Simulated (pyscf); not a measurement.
Elementary routes open to CH₃• + H₃C–SiH₂–Cl in the gas phase (doublet surface):
A. CH₄ + H₃C–SiH•–Cl (H–Si broken; C–H formed)
B. H₃C–CH₂–SiH₂–Cl + H• (C–H broken; C–C formed)

Single points on ωB97X-D3(BJ)/def2-SVP structures (PySCF, gas phase).

Problem. Rank the routes by free-energy barrier at 1200 K, lowest first, for ωB97M-D3(BJ)/def2-TZVP energies (ideal gas, 1 atm, RRHO with modes under 100 cm⁻¹ raised to 100, one conformer, R ln 2 for rigid chiral ones).

Solution. A (175.9 kJ/mol), B (383.0 kJ/mol)

Route A is the fastest of these, ahead of the next by 207.0 kJ/mol. The most stable products are those of A (ΔG = -35.5 kJ/mol), so kinetics and thermodynamics agree. At 298 K A is still the fastest. Only these routes are compared; each barrier is that of the saddle found, and lower ones may exist.
